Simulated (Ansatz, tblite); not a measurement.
Removing and adding an electron: SiH2Me(SiH3) (CH8Si2). The state is a singlet with charge 0. Geometry: r2SCAN-D4/def2-SVP. Ansatz, gas phase; energy differences of separate SCF runs; the oxidised species was run as a doublet alone; the reduced species was run as a doublet alone.

```xyz
11

Si   -0.549   -0.599   -0.315
H    -1.465   -1.451    0.510
H    -1.016   -0.683   -1.736
C     1.226   -1.222   -0.173
H     1.302   -2.269   -0.508
H     1.581   -1.172    0.868
H     1.906   -0.618   -0.794
Si   -0.724    1.627    0.412
H    -0.331    1.736    1.853
H    -2.121    2.142    0.266
H     0.189    2.507   -0.383
```

The xTB rows come from tblite.

| level | −HOMO (eV) | vertical IE (eV) | −LUMO (eV) | vertical EA (eV) | HOMO–LUMO gap (eV) | IE − EA (eV) | remarks |
| --- | --- | --- | --- | --- | --- | --- | --- |
| GFN1-xTB | 11.25 | 13.60 | 6.89 | – | 4.35 | – | – |
| PBE-D4/def2-TZVPD | 6.92 | – | 0.85 | -0.84 | 6.06 | – | HOMO above zero (-1 doublet) |
| r2SCAN-D4/def2-TZVP | 7.16 | 9.95 | 0.35 | – | 6.81 | – | – |
| PBE0-D4/def2-TZVPD | 8.03 | – | 0.11 | -1.02 | 7.91 | – | HOMO above zero (-1 doublet) |

(1) Estimate the rows for GFN2-xTB, PBE-D4/def2-TZVP, r2SCAN-D4/def2-TZVPD, PBE0-D4/def2-TZVP.

Answers

(1) 
```tsv
level	−HOMO (eV)	vertical IE (eV)	−LUMO (eV)	vertical EA (eV)	HOMO–LUMO gap (eV)	IE − EA (eV)	remarks
GFN2-xTB	9.75	12.52	5.30	2.23	4.45	10.29	–
PBE-D4/def2-TZVP	6.91	9.87	0.68	–	6.22	–	–
r2SCAN-D4/def2-TZVPD	7.16	–	0.44	-1.03	6.72	–	HOMO above zero (-1 doublet)
PBE0-D4/def2-TZVP	8.02	10.04	-0.13	–	8.15	–	–
```

   A HOMO above zero means that the electron is unbound at that level or that self-interaction error raises the level; the energy of removing that electron tells which. Raw xTB energy differences between charge states are shifted by several eV; the methods need an empirical correction for them. A negative affinity means that the extra electron isn't bound; its size then hangs on the basis.
